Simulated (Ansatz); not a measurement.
Total energies of Al2H2 from Ansatz at PBE0-D4/def2-TZVP, gas phase (1 Eh = 27.2114 eV = 2625.5 kJ/mol). The reference geometry is relaxed at PBE-D4/def2-TZVP.

```xyz
4

Al    1.117    0.284    0.616
Al   -0.575    0.078   -1.171
H    -0.655    0.781    0.530
H     0.113   -1.143    0.025
```

```
                 state                     geometry  energy (Eh)
      charge 0 singlet                    reference   -485.78147
      charge 1 doublet                    reference   -485.48873
      charge 1 doublet  relaxed at PBE-D4/def2-TZVP   -485.51718
      charge 0 triplet  relaxed at PBE-D4/def2-TZVP   -485.75743
      charge 0 quintet  relaxed at PBE-D4/def2-TZVP   -485.63832
free Al atom (doublet)                            –   -242.24894
 free H atom (doublet)                            –     -0.50104
```

Question: Work out the vertical ionisation energy to the doublet.

Answer: E(charge 1 doublet) − E(charge 0 singlet) = -485.48873 − (-485.78147) = 0.29274 Eh = 7.97 eV. For comparison, −ε of the highest occupied level is 6.11 eV at this level, 1.86 eV less.

Question: How much does the charge 1 doublet relax, and what is the adiabatic ionisation energy?

Answer: Relaxation: -485.48873 − (-485.51718) = 0.02845 Eh = 0.77 eV. Adiabatic ionisation energy: 0.26429 Eh = 7.19 eV, without zero-point energy. 

Question: Which of the charge 0 states is lowest, and how far above it are the others?

Answer: The singlet. triplet: -485.75743 − (-485.78147) = 0.02404 Eh = 63.1 kJ/mol; quintet: -485.63832 − (-485.78147) = 0.14315 Eh = 375.8 kJ/mol.

Question: What is the binding energy per atom against free atoms?

Answer: Atoms: 2 × (-242.24894) + 2 × (-0.50104) = -485.49996 Eh. Binding: -485.49996 − (-485.78147) = 0.28151 Eh = 7.66 eV, or 1.92 eV for each of 4 atoms (no zero-point energy, no counterpoise term).

The structure comes from a short search, and lower isomers may exist.
